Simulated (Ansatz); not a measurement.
# CH₃MgSi+ (SMILES C=[Si+][MgH]): one structure at several levels

Aim: energy, forces and dipole at a structure displaced at random from a GFN2-xTB minimum, from CCSD(T) and from density functionals.

Method: single points in def2-TZVPP; program: Ansatz 0.2.0, Gaussian basis.

Correlated methods freeze the cores. The outer core shell of Li, Na, Mg and K is correlated. B3LYP uses VWN-RPA correlation.

### Step 1. Where the work starts

SMILES `C=[Si+][MgH]`, 6 atoms, charge 1, spin multiplicity 1.

Atoms are counted from 1 here; the program's logs count them from 0.

Bond lengths: C1–Si2 1.704 Å, C1–H4 1.122 Å, C1–H5 1.089 Å, Si2–Mg3 2.649 Å, Mg3–H6 1.564 Å. Angles: Si2–C1–H4 130.1°, Si2–C1–H5 122.6°, H4–C1–H5 107.1°, C1–Si2–Mg3 177.7°, Si2–Mg3–H6 174.6°.

As a file:

```
C    -1.1049    0.1567   -1.3953
Si   -0.0536    0.0178   -0.0620
Mg    1.4997   -0.1820    2.0739
H    -1.9245   -0.5262   -1.7430
H    -1.0145    0.9513   -2.1342
H     2.4944   -0.4009    3.2612
```

### Step 2. CCSD(T)/def2-TZVPP

run/in.yaml

```yaml
crystal:
  periodic: [false, false, false]
  atoms:
    - {symbol: C, position_ang: [-1.104900, 0.156700, -1.395300]}
    - {symbol: Si, position_ang: [-0.053600, 0.017800, -0.062000]}
    - {symbol: Mg, position_ang: [1.499700, -0.182000, 2.073900]}
    - {symbol: H, position_ang: [-1.924500, -0.526200, -1.743000]}
    - {symbol: H, position_ang: [-1.014500, 0.951300, -2.134200]}
    - {symbol: H, position_ang: [2.494400, -0.400900, 3.261200]}
basis:
  gaussian: {orbitals: def2-TZVPP}
total_charge: 1
correlation: {method: ccsd_t}
output: {forces: true}
```

The command line of these runs was not kept.

### Step 3. PBE0-D4/def2-TZVPP

run/in.yaml, as its differences from that of step 2:

```diff
@@ -12,3 +12,3 @@
 total_charge: 1
-correlation: {method: ccsd_t}
-output: {forces: true}
+hamiltonian: {xc: pbe0, dispersion: d4}
+output: {forces: true, orbitals: {seedname: orbitals}}
```

### Step 4. wB97M-V/def2-TZVPP

run/in.yaml, as its differences from that of step 3:

```diff
@@ -12,3 +12,3 @@
 total_charge: 1
-hamiltonian: {xc: pbe0, dispersion: d4}
-output: {forces: true, orbitals: {seedname: orbitals}}
+hamiltonian: {xc: {name: wB97M-V}}
+output: {forces: true}
```

### Step 5. r2SCAN-D4/def2-TZVPP

run/in.yaml, as its differences from that of step 4:

```diff
@@ -12,3 +12,3 @@
 total_charge: 1
-hamiltonian: {xc: {name: wB97M-V}}
+hamiltonian: {xc: r2scan, dispersion: d4}
 output: {forces: true}
```

### Step 6. PBE-D4/def2-TZVPP

run/in.yaml, as its differences from that of step 5:

```diff
@@ -12,3 +12,3 @@
 total_charge: 1
-hamiltonian: {xc: r2scan, dispersion: d4}
+hamiltonian: {xc: pbe, dispersion: d4}
 output: {forces: true}
```

### Step 7. B3LYP-D4/def2-TZVPP

run/in.yaml, as its differences from that of step 6:

```diff
@@ -12,3 +12,3 @@
 total_charge: 1
-hamiltonian: {xc: pbe, dispersion: d4}
+hamiltonian: {xc: {name: B3LYP}, dispersion: d4}
 output: {forces: true}
```

### Step 8. BLYP-D4/def2-TZVPP

run/in.yaml, as its differences from that of step 7:

```diff
@@ -12,3 +12,3 @@
 total_charge: 1
-hamiltonian: {xc: {name: B3LYP}, dispersion: d4}
+hamiltonian: {xc: {name: BLYP}, dispersion: d4}
 output: {forces: true}
```

(Steps that only read results are left out.)

Before running it: what results should come out? Wanted: energy less free atoms, CCSD(T)/def2-TZVPP; RMS force component; RMS force error; HOMO and LUMO, PBE0-D4; T1 diagnostic.

The runs gave:

| quantity | value |
| --- | --- |
| energy less free atoms, CCSD(T)/def2-TZVPP | -864.0 kJ/mol |
| RMS force component | 0.518 to 0.608 eV/Å over the methods |
| RMS force error | PBE0-D4 0.252, wB97M-V 0.319, r2SCAN-D4 0.230, PBE-D4 0.198, B3LYP-D4 0.192, BLYP-D4 0.130 eV/Å |
| HOMO and LUMO, PBE0-D4 | -12.06 and -8.62 eV |
| T1 diagnostic | 0.015 |

Against CCSD(T) the functionals' energies less atoms differ by -65.2 to -30.2 kJ/mol, PBE-D4 by -65.2 kJ/mol. The reference is not at the basis limit: in triple zeta CCSD(T) underbinds, which counts against methods that bind more; the gaps are no ranking. The forces of BLYP-D4 come nearest to CCSD(T), those of wB97M-V are farthest. Frozen-core CCSD(T) forces in triple zeta carry basis errors of their own, and this is one geometry, so small gaps rank nothing. The restricted Hartree–Fock reference is unstable towards an unrestricted one at one or more of these structures.
